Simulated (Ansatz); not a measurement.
# CH₅OS radical (built from SMILES C[O].S): a barrier at many levels of theory

Aim: the barrier and energy of one elementary step (H1–O3 formed, H1–S2 broken) from LDA up to coupled cluster, on fixed structures, to see where each rung fails.

The runs use Ansatz 0.2.0, Gaussian basis; single points in def2-TZVPP on PBE0-D4/def2-TZVP structures.

Levels: SPW92, PBE-D4, BLYP-D4, r2SCAN-D4, B97M-V, PBE0-D4, B3LYP-D4, r2SCAN0-D4, BHLYP-D4, CAM-B3LYP-D4, wB97X-V, wB97M-V, B2PLYP, PBE-QIDH, RPA on PBE, Hartree-Fock, MP2, CCSD, CCSD(T). The reference is CCSD(T) at the basis limit, from triple and quadruple zeta. Zero-point energies come from PBE0-D4 vibrations.

Correlated methods freeze the cores. Orbitals are unrestricted. B3LYP uses VWN-RPA correlation. B2PLYP carries no dispersion term here.

23 further runs of the same task are left out: 23 set aside as unsound or not needed.

### Step 1. The three structures

Charge 0, multiplicity 2. The folders r, ts and p hold the start, the saddle and the end; their coordinates stand in the first inputs.

```csv
pair,r (Å),ts (Å),p (Å)
H1–O3,2.226,1.381,0.965
H1–S2,1.348,1.440,2.467
```

### Step 2. wB97M-V/def2-TZVPP

File r/in.yaml:

```yaml
crystal:
  periodic: [false, false, false]
  atoms:
    - {symbol: H, position_ang: [1.013236, -0.855359, -0.798789]}
    - {symbol: S, position_ang: [1.797653, -0.241195, -1.706174]}
    - {symbol: O, position_ang: [-0.566359, -0.952420, 0.766798]}
    - {symbol: C, position_ang: [-1.110784, 0.287776, 0.690472]}
    - {symbol: H, position_ang: [2.798884, -0.090015, -0.826722]}
    - {symbol: H, position_ang: [-0.437220, 1.027848, 0.235075]}
    - {symbol: H, position_ang: [-1.527692, 0.636507, 1.645356]}
    - {symbol: H, position_ang: [-1.967717, 0.186955, -0.006018]}
basis:
  gaussian: {orbitals: def2-TZVPP}
magnetization: {spin_polarized: true, initial_magnetization: 1}
hamiltonian: {xc: {name: wB97M-V}}
```

File ts/in.yaml:

```yaml
crystal:
  periodic: [false, false, false]
  atoms:
    - {symbol: H, position_ang: [0.689502, -0.545158, -0.806830]}
    - {symbol: S, position_ang: [1.926716, 0.087810, -1.184197]}
    - {symbol: O, position_ang: [-0.332914, -0.829600, 0.076787]}
    - {symbol: C, position_ang: [-1.051579, 0.280200, 0.461733]}
    - {symbol: H, position_ang: [2.630509, -0.659321, -0.319863]}
    - {symbol: H, position_ang: [-1.304151, 0.946678, -0.370898]}
    - {symbol: H, position_ang: [-0.564022, 0.837574, 1.270511]}
    - {symbol: H, position_ang: [-1.994061, -0.118084, 0.872756]}
basis:
  gaussian: {orbitals: def2-TZVPP}
magnetization: {spin_polarized: true, initial_magnetization: 1}
hamiltonian: {xc: {name: wB97M-V}}
```

File p/in.yaml:

```yaml
crystal:
  periodic: [false, false, false]
  atoms:
    - {symbol: H, position_ang: [0.413192, -0.372693, -0.342215]}
    - {symbol: S, position_ang: [2.672808, 0.260738, -1.102177]}
    - {symbol: O, position_ang: [-0.349075, -0.763802, 0.101491]}
    - {symbol: C, position_ang: [-1.235397, 0.269275, 0.453231]}
    - {symbol: H, position_ang: [2.981373, -1.012271, -0.789733]}
    - {symbol: H, position_ang: [-1.618865, 0.808905, -0.422475]}
    - {symbol: H, position_ang: [-0.780489, 0.997971, 1.136913]}
    - {symbol: H, position_ang: [-2.083546, -0.188027, 0.964965]}
basis:
  gaussian: {orbitals: def2-TZVPP}
magnetization: {spin_polarized: true, initial_magnetization: 1}
hamiltonian: {xc: {name: wB97M-V}}
```

No record of the launch command was kept for these runs.

After this run come: CCSD(T)/def2-TZVPP; MP2/def2-QZVPP; Vibrations of the start structure; Vibrations of the end structure.

Before running it: what results should come out? Wanted: barrier, CCSD(T)/CBS; reverse barrier, CCSD(T)/CBS; step energy, CCSD(T)/CBS; barrier with zero-point energy; step energy with zero-point energy; imaginary mode at the saddle; largest T1 diagnostic.

As calculated:

| quantity | value |
| --- | --- |
| barrier, CCSD(T)/CBS | 6.9 kcal/mol |
| reverse barrier, CCSD(T)/CBS | 24.6 kcal/mol |
| step energy, CCSD(T)/CBS | -17.7 kcal/mol |
| barrier with zero-point energy | 6.1 kcal/mol |
| step energy with zero-point energy | -14.7 kcal/mol |
| imaginary mode at the saddle | 853i cm⁻¹ |
| largest T1 diagnostic | 0.024 |

wB97M-V is the best functional here (0.0 kcal/mol from CCSD(T)/CBS); SPW92 is the worst (-15.0 kcal/mol). By rung, the mean size of the error is: LDA 15.0, GGA 8.6, meta-GGA 4.3, hybrid 2.6, range-separated hybrid 0.5, double hybrid 0.8 kcal/mol. PBE-D4 gives a barrier 9.1 kcal/mol too low, outside chemical accuracy (1 kcal/mol). Every functional without exact exchange puts the barrier too low, the usual mark of self-interaction error, which favours the spread-out density of a saddle. The barrier rises with the share of exact exchange, from BLYP-D4 through B3LYP-D4 to BHLYP-D4 (-8.1, -3.7, +1.9 kcal/mol). Hartree-Fock, with no correlation, is off by +11.6 kcal/mol. Zero-point motion lowers the barrier by 0.7 kcal/mol.
